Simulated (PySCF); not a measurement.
## H4NP: core ionisation energies

Phosphanamine, H4NP.
Atom-mapped SMILES: `[NH2:1][PH2:2]`

The calculation used delta-SCF UKS SCAN, pcX-2 on the ionised atom, pcseg-1 elsewhere, spin-free X2C in PySCF. Binding energies are ΔSCF values: E(core-ionised, relaxed orbitals) − E(ground state) at a fixed geometry, referred to the vacuum level.

Task: Give the core binding energies atom by atom.

Result: 
```csv
atom(s),bonded to,level,binding energy (eV),count
N1,2 H and P,N 1s,405.27,1
P2,N and 2 H,P 1s,2150.85,1
```

Task: Which photon energy gives electrons from P 1s of P2 a kinetic energy of 150 eV, and what is their de Broglie wavelength?

Result: hν = 2150.85 + 150 = 2300.85 eV, recoil neglected; λ = 12.264 Å/√(E/eV) = 1.00 Å.

Task: Which photon wavelength matches the P 1s of P2 threshold?

Result: λ = hc/E = 12398.42 eV Å / 2150.85 eV = 5.764 Å.

Not every level is listed. The structure is a single PBE0-D3(BJ)/def2-SVP conformer in the gas phase; no vibrational or solvent corrections.

Time: 3.6 s wall. Hardware: an x86-64 server with one thread, shared host.

Conformer computed: `[NH2:1][PH2:2]`: H–N1–P2–H 162°, H–N1–P2–H -104°.
